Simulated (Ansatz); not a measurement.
Input for Ansatz (development build ahead of 0.2.0):

```yaml
crystal:
  periodic: [false, false, false]
  atoms:
    - { symbol: Li, position_ang: [-0.00517, 0.00376, -1.48103] }
    - { symbol: O, position_ang: [-0.00445, -0.00773, 0.33314] }
    - { symbol: H, position_ang: [0.00551, 0.77637, 0.91643] }
    - { symbol: H, position_ang: [0.00236, -0.7586, 0.91843] }
basis:
  gaussian: { orbitals: def2-TZVP }
total_charge: 1
hamiltonian:
  xc: hf
```

The input is written out in the form of the current development build from the run's settings.

Results

```
Converged                       : yes
Total energy                    : -83.35279 hartree
Spin squared of the determinant : 0.000
```
